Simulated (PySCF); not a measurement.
**L and K shells in `CP(C)(C)=S`**

Species: C₃H₉PS.
Bonds: C1–P2, P2–C3, P2–C4, P2–S5 (double). Hydrogens: H6, H7, H8 on C1; H9, H10, H11 on C3; H12, H13, H14 on C4.

Theory: PySCF 2.14.0, delta-SCF UKS SCAN, pcX-2 on the ionised atom, pcseg-1 elsewhere, spin-free X2C. These are vertical core ionisation energies against the vacuum level, from separate self-consistent calculations with and without the core hole. Spin–orbit and ligand-field terms were added within each 2p shell after the spin-free SCF. The splitting includes the ligand field, and 2p3/2 is the mean of two sublevels.

Q: Give the 2p3/2 and 2p1/2 binding energies and the splitting.

A: 
```
atom                     environment  2p3/2 (eV)  2p1/2 (eV)  splitting (eV)  mean of the shell (eV)
  P2  phosphorus bonded to 3 C and S      137.74      138.63            0.89                  138.04
```

Q: What are the 1s binding energies of the same atoms?

A: P2 2151.64 eV.

Q: Which Kα1 and Kα2 emission energies and wavelengths follow?

A: The photon carries the difference of the 1s-hole and 2p-hole states, both at the ground state's geometry; λ = 12398.42 eV Å/E.

| atom | Kα1 (eV) | Kα2 (eV) | λ(Kα1) (Å) | λ(Kα2) (Å) |
| --- | --- | --- | --- | --- |
| P2 | 2013.90 | 2013.01 | 6.1564 | 6.1591 |

Q: And the 1s levels of the other atoms?

A: C1/C3/C4 (sp3 carbon bound to phosphorus) 290.91 eV; S5 (sulfur bonded to P) 2474.94 eV.

Atoms equivalent by their bonding share one computed value, that of the first of them. Not every level is listed. Geometry: PBE0-D3(BJ)/def2-SVP; no solvent, vibrations or thermal averaging.
